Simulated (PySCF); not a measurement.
Consider sulfur trioxide, `O=S(=O)=O` (O3S). Atom numbers as in the mapped SMILES `[O:1]=[S:2](=[O:3])=[O:4]`.

Level of theory: ωB97X-D3(BJ)/ma-def2-TZVP single points in PySCF, grid level 2; every species was optimised with PBE0-D3(BJ)/def2-SVP. ωB97X-D3(BJ) is ωB97X-V with D3(BJ) in place of VV10. Zero-point and thermal terms (298.15 K, 1 bar) come from unscaled PBE0-D3(BJ)/def2-SVP harmonic frequencies, with soft modes damped to free rotors in the entropy.

**Question.** What are the vertical and the adiabatic ionisation energy for forming the radical cation?

**Answer.** 13.09 eV vertical and 12.96 eV adiabatic, the latter with zero-point energy.

**Question.** Where does the unpaired spin of the relaxed radical cation sit?

**Answer.** O4 (oxygen on the chalcogen) 0.77, O3 (oxygen on the chalcogen) 0.16, O1 (oxygen on the chalcogen) 0.15 (intrinsic atomic orbital populations). This structure is symmetry-broken (see the note below).

**Question.** What oxidation potential follows in acetonitrile (IEF-PCM), given that Fc+/Fc comes at 4.54 V absolute with this functional and basis?

**Answer.** In the gas phase ΔG of oxidation is 12.894 eV, and solvation is -16.9 kJ/mol for the parent and -293.3 kJ/mol for the product, so the absolute potential is 10.03 V, or 5.48 V against Fc+/Fc. Fc+/Fc in acetonitrile, 4.54 V, is ωB97X-D3(BJ)/ma-def2-TZVP on PBE0-D3(BJ)/def2-SVP structures with GFN2-xTB thermal terms. Benchmark calculations put it near 5.0 V in acetonitrile and DMSO, so it is about 0.5 V low, and the value against it can read up to that much too high. The solvent is electrostatics only, on gas-phase structures; the absolute scale refers to an electron at rest in vacuum.

**Question.** How far is −ε(HOMO) from the vertical value by ΔSCF?

**Answer.** −ε(HOMO) = 12.65 eV, which is 0.45 eV below the ΔSCF value.

Known limits: O1 and O4 are equivalent in the parent, but the relaxed radical cation is symmetry-broken (D3h to C2v), as a Jahn-Teller-type distortion or an artefact of the method; its spin populations, distances and adiabatic value belong to that structure.

Differences come from unrounded values, so a last digit can differ from that of the printed terms.
